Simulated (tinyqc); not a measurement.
Inside a calculation. Method: MP2 on RHF in the sto-6g basis, frozen core, for LiH, spin multiplicity 1. Computed by tinyqc, a small Python program that keeps every step (integrals from PySCF). Settings: charge = 0, multiplicity = 1, basis = sto-6g, method = RHF, frozen orbitals = 1, energy threshold = 1e-10, iteration cap = 73, orthogonalisation = symmetric, start = core, DIIS depth = 6. Command: `OMP_NUM_THREADS=1 python tinyqc.py 31867 31868 out.jsonl` (the two numbers bound the seeds that draw the settings). One thread of a shared host (Intel(R) Xeon(R) Processor @ 2.60GHz), about 0.2 s of CPU time with the checks. Later iterations appear only in the table of the cycle.

## One-electron integrals

Geometry (angstrom):
```
atom,x,y,z
Li,0.000000,0.000000,0.000000
H,0.000000,0.000000,1.511000
```

Basis sto-6g: exponents (1/bohr^2) and contraction coefficients of normalised primitives:
```
element,l (shell),exponent,coefficient
Li,s (1),167.175846,0.009164
Li,s (1),30.651508,0.049361
Li,s (1),8.575187,0.168538
Li,s (1),2.945808,0.370563
Li,s (1),1.143944,0.416492
Li,s (1),0.471139,0.130334
Li,s (2),6.597564,-0.013253
Li,s (2),1.305830,-0.046992
Li,s (2),0.405851,-0.033785
Li,s (2),0.156146,0.250242
Li,s (2),0.067814,0.595117
Li,s (2),0.031084,0.240706
Li,p (3),6.597564,0.003760
Li,p (3),1.305830,0.037679
Li,p (3),0.405851,0.173897
Li,p (3),0.156146,0.418036
Li,p (3),0.067814,0.425860
Li,p (3),0.031084,0.101708
H,s (1),35.523221,0.009164
H,s (1),6.513144,0.049361
H,s (1),1.822143,0.168538
H,s (1),0.625955,0.370563
H,s (1),0.243077,0.416492
H,s (1),0.100112,0.130334
```

Overlap, kinetic and nuclear-attraction integrals over the contracted functions; the nuclear repulsion is the sum of Za Zb / Rab.

nuclear repulsion = 1.05064966 hartree

overlap S:
```
,1Li 1s,1Li 2s,1Li 2px,1Li 2py,1Li 2pz,2H 1s
1Li 1s,1.000000,0.235742,0.000000,0.000000,0.000000,0.082726
1Li 2s,0.235742,1.000000,0.000000,0.000000,0.000000,0.419524
1Li 2px,0.000000,0.000000,1.000000,0.000000,0.000000,0.000000
1Li 2py,0.000000,0.000000,0.000000,1.000000,0.000000,0.000000
1Li 2pz,0.000000,0.000000,0.000000,0.000000,1.000000,0.526917
2H 1s,0.082726,0.419524,0.000000,0.000000,0.526917,1.000000
```

kinetic energy T (hartree):
```
,1Li 1s,1Li 2s,1Li 2px,1Li 2py,1Li 2pz,2H 1s
1Li 1s,3.616742,-0.110723,0.000000,0.000000,0.000000,-0.016034
1Li 2s,-0.110723,0.106524,0.000000,0.000000,0.000000,0.047403
1Li 2px,0.000000,0.000000,0.320007,0.000000,0.000000,0.000000
1Li 2py,0.000000,0.000000,0.000000,0.320007,0.000000,0.000000
1Li 2pz,0.000000,0.000000,0.000000,0.000000,0.320007,0.142325
2H 1s,-0.016034,0.047403,0.000000,0.000000,0.142325,0.768522
```

nuclear attraction V (hartree):
```
,1Li 1s,1Li 2s,1Li 2px,1Li 2py,1Li 2pz,2H 1s
1Li 1s,-8.417360,-0.910850,0.000000,0.000000,-0.018961,-0.354487
1Li 2s,-0.910850,-1.500795,0.000000,0.000000,-0.126722,-0.797205
1Li 2px,0.000000,0.000000,-1.466763,0.000000,0.000000,0.000000
1Li 2py,0.000000,0.000000,0.000000,-1.466763,0.000000,0.000000
1Li 2pz,-0.018961,-0.126722,0.000000,0.000000,-1.568685,-1.024550
2H 1s,-0.354487,-0.797205,0.000000,0.000000,-1.024550,-2.286200
```

core Hamiltonian H = T + V (hartree):
```
,1Li 1s,1Li 2s,1Li 2px,1Li 2py,1Li 2pz,2H 1s
1Li 1s,-4.800618,-1.021573,0.000000,0.000000,-0.018961,-0.370520
1Li 2s,-1.021573,-1.394272,0.000000,0.000000,-0.126722,-0.749801
1Li 2px,0.000000,0.000000,-1.146755,0.000000,0.000000,0.000000
1Li 2py,0.000000,0.000000,0.000000,-1.146755,0.000000,0.000000
1Li 2pz,-0.018961,-0.126722,0.000000,0.000000,-1.248677,-0.882225
2H 1s,-0.370520,-0.749801,0.000000,0.000000,-0.882225,-1.517678
```

## Two-electron integrals

Functions are numbered as in S; the eight-fold symmetry (ij|kl) = (ji|kl) = (kl|ij) leaves the list below.

Two-electron integrals (ij|kl) in chemists' order, unique and non-zero (hartree):
```
i,j,k,l,(ij|kl)
1,1,1,1,1.681247
2,1,1,1,0.242603
2,1,2,1,0.044507
2,2,1,1,0.397190
2,2,2,1,0.090279
2,2,2,2,0.290625
3,1,3,1,0.009437
3,2,3,1,0.014261
3,2,3,2,0.064236
3,3,1,1,0.397190
3,3,2,1,0.090279
3,3,2,2,0.290625
3,3,3,3,0.313125
4,1,4,1,0.009437
4,2,4,1,0.014261
4,2,4,2,0.064236
4,3,4,3,0.016875
4,4,1,1,0.397190
4,4,2,1,0.090279
4,4,2,2,0.290625
4,4,3,3,0.279374
4,4,4,4,0.313125
5,1,5,1,0.009437
5,2,5,1,0.014261
5,2,5,2,0.064236
5,3,5,3,0.016875
5,4,5,4,0.016875
5,5,1,1,0.397190
5,5,2,1,0.090279
5,5,2,2,0.290625
5,5,3,3,0.279374
5,5,4,4,0.279374
5,5,5,5,0.313125
6,1,1,1,0.087043
6,1,2,1,0.015551
6,1,2,2,0.031517
6,1,3,3,0.031099
6,1,4,4,0.031099
6,1,5,1,0.002049
6,1,5,2,0.004001
6,1,5,5,0.032354
6,1,6,1,0.005993
6,2,1,1,0.165191
6,2,2,1,0.037818
6,2,2,2,0.124519
6,2,3,3,0.118683
6,2,4,4,0.118683
6,2,5,1,0.006592
6,2,5,2,0.035196
6,2,5,5,0.136189
6,2,6,1,0.015622
6,2,6,2,0.082785
6,3,3,1,0.003581
6,3,3,2,0.015267
6,3,5,3,0.005732
6,3,6,3,0.006712
6,4,4,1,0.003581
6,4,4,2,0.015267
6,4,5,4,0.005732
6,4,6,4,0.006712
6,5,1,1,0.193935
6,5,2,1,0.044948
6,5,2,2,0.153331
6,5,3,3,0.143302
6,5,4,4,0.143302
6,5,5,1,0.010323
6,5,5,2,0.054170
6,5,5,5,0.173387
6,5,6,1,0.019572
6,5,6,2,0.112974
6,5,6,5,0.157301
6,6,1,1,0.348317
6,6,2,1,0.081399
6,6,2,2,0.289275
6,6,3,3,0.264771
6,6,4,4,0.264771
6,6,5,1,0.017481
6,6,5,2,0.108195
6,6,5,5,0.338282
6,6,6,1,0.035904
6,6,6,2,0.235962
6,6,6,5,0.336209
6,6,6,6,0.774999
```

## Orthogonalisation

S = U s U^T; symmetric (Loewdin) form X = U s^(-1/2) U^T, so that X^T S X = 1.

eigenvalues of S: 0.323085  0.802159  1.000000  1.000000  1.161544  1.713211

X:
```
,1Li 1s,1Li 2s,1Li 2px,1Li 2py,1Li 2pz,2H 1s
1Li 1s,1.021899,-0.122868,0.000000,0.000000,-0.000865,-0.002810
1Li 2s,-0.122868,1.123849,0.000000,0.000000,0.127878,-0.304777
1Li 2px,0.000000,0.000000,1.000000,0.000000,0.000000,0.000000
1Li 2py,0.000000,0.000000,0.000000,1.000000,0.000000,0.000000
1Li 2pz,-0.000865,0.127878,0.000000,0.000000,1.160134,-0.382310
2H 1s,-0.002810,-0.304777,0.000000,0.000000,-0.382310,1.261814
```

## Starting guess

The start is the orbitals of the core Hamiltonian; D = 2 C_occ C_occ^T.

D at the start:
```
,1Li 1s,1Li 2s,1Li 2px,1Li 2py,1Li 2pz,2H 1s
1Li 1s,2.051615,-0.122521,0.000000,0.000000,-0.052525,-0.146030
1Li 2s,-0.122521,0.130800,0.000000,0.000000,0.136812,0.364803
1Li 2px,0.000000,0.000000,0.000000,0.000000,0.000000,0.000000
1Li 2py,0.000000,0.000000,0.000000,0.000000,0.000000,0.000000
1Li 2pz,-0.052525,0.136812,0.000000,0.000000,0.146054,0.389211
2H 1s,-0.146030,0.364803,0.000000,0.000000,0.389211,1.037207
```

## Iteration 1: building the Fock matrix

J_ij = sum D_kl (ij|kl), K_ij = sum D_kl (ik|jl); F = H + J - 0.5 K; E = tr D H + tr D J / 2 - 0.25 tr D K + E_nn.

Coulomb J (hartree):
```
,1Li 1s,1Li 2s,1Li 2px,1Li 2py,1Li 2pz,2H 1s
1Li 1s,4.107130,0.654282,0.000000,0.000000,0.033289,0.246618
1Li 2s,0.654282,1.374258,0.000000,0.000000,0.194978,0.763278
1Li 2px,0.000000,0.000000,1.335258,0.000000,0.000000,0.000000
1Li 2py,0.000000,0.000000,0.000000,1.335258,0.000000,0.000000
1Li 2pz,0.033289,0.194978,0.000000,0.000000,1.452257,0.993859
2H 1s,0.246618,0.763278,0.000000,0.000000,0.993859,2.036899
```

exchange K (hartree):
```
,1Li 1s,1Li 2s,1Li 2px,1Li 2py,1Li 2pz,2H 1s
1Li 1s,3.390758,0.476728,0.000000,0.000000,0.019092,0.194960
1Li 2s,0.476728,0.309653,0.000000,0.000000,0.295574,0.523214
1Li 2px,0.000000,0.000000,0.048250,0.000000,0.000000,0.000000
1Li 2py,0.000000,0.000000,0.000000,0.048250,0.000000,0.000000
1Li 2pz,0.019092,0.295574,0.000000,0.000000,0.404631,0.673512
2H 1s,0.194960,0.523214,0.000000,0.000000,0.673512,1.298345
```

Fock matrix F (hartree):
```
,1Li 1s,1Li 2s,1Li 2px,1Li 2py,1Li 2pz,2H 1s
1Li 1s,-2.388867,-0.605655,0.000000,0.000000,0.004782,-0.221382
1Li 2s,-0.605655,-0.174841,0.000000,0.000000,-0.079531,-0.248131
1Li 2px,0.000000,0.000000,0.164377,0.000000,0.000000,0.000000
1Li 2py,0.000000,0.000000,0.000000,0.164377,0.000000,0.000000
1Li 2pz,0.004782,-0.079531,0.000000,0.000000,0.001265,-0.225122
2H 1s,-0.221382,-0.248131,0.000000,0.000000,-0.225122,-0.129952
```

total energy of this density = -7.90926744 hartree

## Iteration 1: diagonalisation and new density

Diagonalise F' = X^T F X, C = X C', fill 2 alpha and 2 beta electrons from the bottom; D = 2 C_occ C_occ^T. Each column has its largest component positive (the first on a tie).

F' = X^T F X (hartree):
```
,1,2,3,4,5,6
1,-2.344115,-0.318400,0.000000,0.000000,0.018104,-0.063630
2,-0.318400,0.046258,0.000000,0.000000,0.060522,-0.277641
3,0.000000,0.000000,0.164377,0.000000,0.000000,0.000000
4,0.000000,0.000000,0.000000,0.164377,0.000000,0.000000
5,0.018104,0.060522,0.000000,0.000000,0.180187,-0.330411
6,-0.063630,-0.277641,0.000000,0.000000,-0.330411,0.167076
```

orbital energies (hartree): MO1 -2.389754, MO2 -0.241651, MO3 0.068679, MO4 0.164377, MO5 0.164377, MO6 0.612133

coefficients C:
```
,MO1,MO2,MO3,MO4,MO5,MO6
1Li 1s,0.995349,-0.154944,-0.196818,0.000000,0.000000,0.076923
1Li 2s,0.016467,0.401822,0.806107,0.000000,0.000000,-0.758838
1Li 2px,0.000000,0.000000,0.000000,0.944372,-0.328878,0.000000
1Li 2py,0.000000,0.000000,0.000000,0.328878,0.944372,0.000000
1Li 2pz,-0.004461,0.362403,-0.614603,0.000000,0.000000,-0.999667
2H 1s,0.006977,0.565844,-0.090388,0.000000,0.000000,1.225901
```

D after iteration 1:
```
,1Li 1s,1Li 2s,1Li 2px,1Li 2py,1Li 2pz,2H 1s
1Li 1s,2.029455,-0.091738,0.000000,0.000000,-0.121184,-0.161459
1Li 2s,-0.091738,0.323464,0.000000,0.000000,0.291096,0.454967
1Li 2px,0.000000,0.000000,0.000000,0.000000,0.000000,0.000000
1Li 2py,0.000000,0.000000,0.000000,0.000000,0.000000,0.000000
1Li 2pz,-0.121184,0.291096,0.000000,0.000000,0.262712,0.410065
2H 1s,-0.161459,0.454967,0.000000,0.000000,0.410065,0.640456
```

Within a degenerate level the vectors are fixed only up to a rotation; this is one choice.

## Iteration 7 (converged): orbitals

converged F (hartree):
```
,1Li 1s,1Li 2s,1Li 2px,1Li 2py,1Li 2pz,2H 1s
1Li 1s,-2.383796,-0.617887,0.000000,0.000000,0.012230,-0.219779
1Li 2s,-0.617887,-0.212939,0.000000,0.000000,-0.110710,-0.280763
1Li 2px,0.000000,0.000000,0.162602,0.000000,0.000000,0.000000
1Li 2py,0.000000,0.000000,0.000000,0.162602,0.000000,0.000000
1Li 2pz,0.012230,-0.110710,0.000000,0.000000,-0.010657,-0.241712
2H 1s,-0.219779,-0.280763,0.000000,0.000000,-0.241712,-0.171019
```

As before.

F' = X^T F X (hartree):
```
,1,2,3,4,5,6
1,-2.336374,-0.328165,0.000000,0.000000,0.028245,-0.058408
2,-0.328165,0.012156,0.000000,0.000000,0.028520,-0.287838
3,0.000000,0.000000,0.162602,0.000000,0.000000,0.000000
4,0.000000,0.000000,0.000000,0.162602,0.000000,0.000000
5,0.028245,0.028520,0.000000,0.000000,0.166160,-0.327077
6,-0.058408,-0.287838,0.000000,0.000000,-0.327077,0.130231
```

orbital energies (hartree): MO1 -2.385299, MO2 -0.293285, MO3 0.079370, MO4 0.162602, MO5 0.162602, MO6 0.571387

coefficients C:
```
,MO1,MO2,MO3,MO4,MO5,MO6
1Li 1s,0.993735,-0.164503,-0.198054,0.000000,0.000000,0.074739
1Li 2s,0.023306,0.438205,0.798800,0.000000,0.000000,-0.746142
1Li 2px,0.000000,0.000000,0.000000,0.578052,0.816000,0.000000
1Li 2py,0.000000,0.000000,0.000000,0.816000,-0.578052,0.000000
1Li 2pz,-0.006343,0.348668,-0.616609,0.000000,0.000000,-1.003300
2H 1s,0.005407,0.550824,-0.124661,0.000000,0.000000,1.229738
```

D after iteration 7:
```
,1Li 1s,1Li 2s,1Li 2px,1Li 2py,1Li 2pz,2H 1s
1Li 1s,2.029141,-0.097853,0.000000,0.000000,-0.127321,-0.170477
1Li 2s,-0.097853,0.385133,0.000000,0.000000,0.305281,0.482999
1Li 2px,0.000000,0.000000,0.000000,0.000000,0.000000,0.000000
1Li 2py,0.000000,0.000000,0.000000,0.000000,0.000000,0.000000
1Li 2pz,-0.127321,0.305281,0.000000,0.000000,0.243220,0.384041
2H 1s,-0.170477,0.482999,0.000000,0.000000,0.384041,0.606872
```

Within a degenerate level the vectors are fixed only up to a rotation; this is one choice.

## Convergence

Stop when the energy changes by less than 1e-10 hartree and every element of the error matrix X^T (F D S - S D F) X is below 3e-06.

Course of the cycle:
```
iteration,E (hartree),change,largest element of the error matrix
1,-7.90926744,-,1.89e-01
2,-7.95261206,-4.33e-02,2.36e-02
3,-7.95337086,-7.59e-04,4.10e-03
4,-7.95345694,-8.61e-05,1.26e-03
5,-7.95346662,-9.68e-06,2.51e-05
6,-7.95346662,-1.81e-09,1.51e-06
7,-7.95346662,-2.08e-12,2.35e-08
```

PySCF RHF in the same basis = -7.95346662 hartree

Converged in 7 iterations.

## Populations, bond orders and dipole

Mulliken: Z minus the diagonal of D S on the atom; Loewdin: the same with S^(1/2) D S^(1/2); Mayer order: 2 sum_s sum (D(s) S)_ij (D(s) S)_ji over the two atoms.

Charges (e):
```
atom,Mulliken,Loewdin
1Li,-0.002243,-0.002293
2H,0.002243,0.002293
```

Mayer bond orders:
```
pair,order
2-1,0.999995
```

dipole moment about the origin, x y z (debye): 0.000000  0.000000  -4.889151

## Integrals over molecular orbitals

(pq|rs) = sum C_ip C_jq C_kr C_ls (ij|kl), one index at a time.

one-electron integrals over orbitals h = C^T H C (hartree):
```
,1,2,3,4,5,6
1,-4.792659,0.108099,0.170340,0.000000,0.000000,-0.033112
2,0.108099,-1.532873,0.031307,0.000000,0.000000,-0.077015
3,0.170340,0.031307,-1.137461,0.000000,0.000000,0.036687
4,0.000000,0.000000,0.000000,-1.146755,0.000000,0.000000
5,0.000000,0.000000,0.000000,0.000000,-1.146755,0.000000
6,-0.033112,-0.077015,0.036687,0.000000,0.000000,-0.943205
```

Two-electron integrals over orbitals (pq|rs), unique and non-zero (hartree); the lowest 1 orbital is frozen and left out:
```
p,q,r,s,(pq|rs)
2,2,2,2,0.496430
3,2,2,2,-0.045644
3,2,3,2,0.011451
3,3,2,2,0.225471
3,3,3,2,0.006133
3,3,3,3,0.340349
4,2,4,2,0.023545
4,3,4,2,0.018962
4,3,4,3,0.041383
4,4,2,2,0.274538
4,4,3,2,0.004810
4,4,3,3,0.282721
4,4,4,4,0.313125
5,2,5,2,0.023545
5,3,5,2,0.018962
5,3,5,3,0.041383
5,4,5,4,0.016875
5,5,2,2,0.274538
5,5,3,2,0.004810
5,5,3,3,0.282721
5,5,4,4,0.279374
5,5,5,5,0.313125
6,2,2,2,0.133124
6,2,3,2,-0.032550
6,2,3,3,-0.010896
6,2,4,4,-0.011836
6,2,5,5,-0.011836
6,2,6,2,0.124338
6,3,2,2,-0.049766
6,3,3,2,0.007648
6,3,3,3,0.035531
6,3,4,4,0.000899
6,3,5,5,0.000899
6,3,6,2,-0.029785
6,3,6,3,0.025135
6,4,4,2,-0.019592
6,4,4,3,-0.014174
6,4,6,4,0.019860
6,5,5,2,-0.019592
6,5,5,3,-0.014174
6,5,6,5,0.019860
6,6,2,2,0.459524
6,6,3,2,-0.040642
6,6,3,3,0.241547
6,6,4,4,0.269878
6,6,5,5,0.269878
6,6,6,2,0.140483
6,6,6,3,-0.042389
6,6,6,6,0.458117
```

## Second-order Moller-Plesset energy

Hartree-Fock energy = -7.95346662 hartree

E2 = sum_ijab (ia|jb) [2 (ia|jb) - (ib|ja)] / (e_i + e_j - e_a - e_b) over occupied i, j and virtual a, b; the opposite-spin part is (ia|jb)^2 / denominator, the rest is same-spin, and SCS-MP2 scales them by 6/5 and 1/3.

Terms:
```
i,j,a,b,(ia|jb),(ib|ja),denominator,term
2,2,6,6,0.124338,0.124338,-1.729345,-0.008940
2,2,3,6,-0.032550,-0.032550,-1.237328,-0.000856
2,2,6,3,-0.032550,-0.032550,-1.237328,-0.000856
2,2,4,4,0.023545,0.023545,-0.911775,-0.000608
2,2,5,5,0.023545,0.023545,-0.911775,-0.000608
2,2,3,3,0.011451,0.011451,-0.745311,-0.000176
```

Pair energies (hartree; pair i-j sums ij and ji):
```
pair,opposite spin,same spin
2-2,-0.012044,0
```

MP2 correlation energy = -0.01204421 hartree

SCS-MP2 correlation energy = -0.01445305 hartree

MP2 total energy = -7.96551083 hartree
